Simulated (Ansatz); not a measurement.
Cost and result for the atomization energy of C$_{3}$H$_{5}$NO (`N/C=C/C=O`) (10 atoms, 9 bonds).

```
atom   x (Å)   y (Å)   z (Å)
  N1   0.091  -1.646   0.848
  C2  -0.069  -0.346   0.540
  C3   0.117   0.234  -0.665
  C4  -0.108   1.650  -0.806
  O5   0.022   2.290  -1.825
  H6   0.390  -2.308   0.156
  H7  -0.058  -1.979   1.780
  H8  -0.385   0.279   1.373
  H9   0.431  -0.329  -1.538
 H10  -0.430   2.154   0.137
```

The species carries charge 0 and has multiplicity 1. The structure was optimised at the PBE0-D4/def2-TZVP level. It is one conformer, not always the lowest. Program: Ansatz. All runs use 2 threads of an Arm Neoverse V2 on a shared host. Times are those of one run each, without the atoms' runs, and a repeat can differ threefold. Electronic energies, without spin–orbit coupling; frozen cores. CCSD(T)/CBS adds CCSD(T) − MP2 in def2-TZVPP to the MP2 limit, and its time is that of the two runs behind it. T1 = 0.016. B3LYP takes the VWN-RPA correlation (the form of Gaussian; ORCA's B3LYP/G). HSE06 is the plane-wave form, built on full-range PBE exchange.

CCSD(T)/CBS is a level of theory with its own doubt, some kJ/mol a heavy atom from the limit and from the frozen cores, so smaller differences don't rank the functionals.

| level | functions | wall time |
| --- | --- | --- |
| revPBE-D4/def2-TZVPP | 225 | 2.2 s |
| BLYP-D4/def2-TZVPP | 225 | 2.4 s |
| PBE0-D4/def2-TZVPP | 225 | 2.9 s |
| HSE06-D4/def2-TZVPP | 225 | 3.1 s |
| B3LYP-D4/def2-TZVPP (with forces) | 225 | 4.5 s |
| r2SCAN-D4/def2-TZVPP (with forces) | 225 | 5.5 s |
| CCSD(T)/def2-SVP | 95 | 6 s |
| ωB97X-V/def2-TZVPP | 225 | 8.5 s |
| B97M-V/def2-TZVPP | 225 | 11 s |
| ωB97M-V/def2-TZVPP (with forces) | 225 | 12 s |
| MP2/def2-QZVPP | 435 | 24 s |
| CCSD(T)/def2-TZVPP | 225 | 2.5 min |
| CCSD(T)/CBS(def2) | – | 2.9 min |

Problem. What atomization energy does each give, and how far from CCSD(T)/CBS? (Estimate.)

Solution. The calculation gave: 
```tsv
level	atomization (kcal/mol)	difference from CCSD(T)/CBS	per bond
revPBE-D4/def2-TZVPP	1018.1	15.8	1.8
BLYP-D4/def2-TZVPP	1019.9	17.6	2.0
PBE0-D4/def2-TZVPP	1016.9	14.6	1.6
HSE06-D4/def2-TZVPP	1018.0	15.7	1.7
B3LYP-D4/def2-TZVPP (with forces)	1011.7	9.4	1.0
r2SCAN-D4/def2-TZVPP (with forces)	1011.5	9.2	1.0
CCSD(T)/def2-SVP	952.8	-49.5	-5.5
ωB97X-V/def2-TZVPP	1007.2	4.9	0.5
B97M-V/def2-TZVPP	1009.4	7.1	0.8
ωB97M-V/def2-TZVPP (with forces)	1009.6	7.3	0.8
MP2/def2-QZVPP	1016.0	13.7	1.5
CCSD(T)/def2-TZVPP	973.8	-28.5	-3.2
CCSD(T)/CBS(def2)	1002.3	0.0	0.0
```

From r2SCAN to r2SCAN0 (25 % exact exchange), in def2-TZVPP and without D4, the atomization energy moves by −23.9 kcal/mol: exact exchange takes away binding that semilocal exchange gives to molecules. Leaving LDA and LC-ωPBE aside and taking each functional with its dispersion term where it has one, the values, not all of them listed here, spread over 80.8 kcal/mol, from BHLYP-D4 to PBE-D4. LDA lies +134.7 kcal/mol from PBE without D4, its usual overbinding. At CCSD(T), def2-SVP lies −49.5 kcal/mol from the extrapolated value and def2-TZVPP −28.5 kcal/mol: correlation converges slowly with the basis, and small sets miss more of it in the bonded molecule than in its fragments.
